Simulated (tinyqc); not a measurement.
Inside a calculation. Method: LCCD on RHF in the sto-3g basis, for H2O, spin multiplicity 1. One step of it, computed by the program tinyqc.

Task: Iteration 1: diagonalisation and new density. Diagonalise F' = X^T F X, C = X C', fill 5 alpha and 5 beta electrons from the bottom; D = 2 C_occ C_occ^T. Each column has its largest component positive (the first on a tie).

Fock matrix F (hartree), lower triangle:
```
             1O 1s      1O 2s    1O 2px     1O 2py     1O 2pz      2H 1s      3H 1s
1O 1s   -18.842970
1O 2s    -4.881438  -1.845281
1O 2px    0.000000   0.000000  0.267095
1O 2py    0.000000   0.000000  0.000000   0.117272
1O 2pz   -0.012441  -0.191972  0.000000   0.000000   0.195325
2H 1s    -0.976921  -0.677064  0.000000  -0.196857  -0.191714  -0.188486
3H 1s    -0.976921  -0.677064  0.000000   0.196857  -0.191714  -0.226064  -0.188486
```

X:
```
                1          2          3         4          5          6         7
1O 1s   -0.324904   0.000000   0.748447  0.000000  -0.612721   0.000000  0.167462
1O 2s    1.123248   0.000000  -0.278675  0.000000  -0.285290   0.000000  0.441494
1O 2px   0.000000   0.000000   0.000000  1.000000   0.000000   0.000000  0.000000
1O 2py   0.000000   0.919891   0.000000  0.000000   0.000000   0.675039  0.000000
1O 2pz   0.485437   0.000000   0.653959  0.000000   0.650661   0.000000  0.191557
2H 1s   -0.707186  -0.817062  -0.168794  0.000000   0.137502   0.379997  0.377897
3H 1s   -0.707186   0.817062  -0.168794  0.000000   0.137502  -0.379997  0.377897
```

Give: F' = X^T F X; orbital energies; coefficients C; D after iteration 1.

Result:

F' = X^T F X (hartree), lower triangle:
```
         1       2        3       4        5        6        7
1   0.1883
2   0.0000  0.7412
3   1.5857  0.0000  -8.0937
4   0.0000  0.0000   0.0000  0.2671
5  -1.3086  0.0000   8.4663  0.0000  -8.4159
6   0.0000  0.1290   0.0000  0.0000   0.0000  -0.1377
7   0.3501  0.0000  -3.8271  0.0000   4.0231   0.0000  -2.5091
```

orbital energies (hartree): MO1 -18.8544, MO2 -0.7193, MO3 -0.1562, MO4 0.1432, MO5 0.2671, MO6 0.6001, MO7 0.7598

coefficients C:
```
            MO1      MO2      MO3      MO4     MO5      MO6      MO7
1O 1s    0.9932  -0.2271   0.0000  -0.1365  0.0000  -0.1124   0.0000
1O 2s    0.0301   0.7981   0.0000   0.6761  0.0000   0.7215   0.0000
1O 2px   0.0000   0.0000   0.0000   0.0000  1.0000   0.0000   0.0000
1O 2py   0.0000   0.0000   0.5373   0.0000  0.0000   0.0000   1.0066
1O 2pz   0.0035   0.1807   0.0000  -0.6758  0.0000   0.7963   0.0000
2H 1s   -0.0063   0.1872   0.4924  -0.3678  0.0000  -0.7211  -0.7547
3H 1s   -0.0063   0.1872  -0.4924  -0.3678  0.0000  -0.7211   0.7547
```

D after iteration 1, lower triangle:
```
          1O 1s    1O 2s  1O 2px   1O 2py  1O 2pz    2H 1s   3H 1s
1O 1s    2.1131
1O 2s   -0.4874   2.1901
1O 2px   0.0000   0.0000  2.0000
1O 2py   0.0000   0.0000  0.0000   0.5773
1O 2pz   0.1093  -0.6251  0.0000   0.0000  0.9787
2H 1s    0.0028  -0.1988  0.0000   0.5291  0.5647   0.8256
3H 1s    0.0028  -0.1988  0.0000  -0.5291  0.5647  -0.1442  0.8256
```
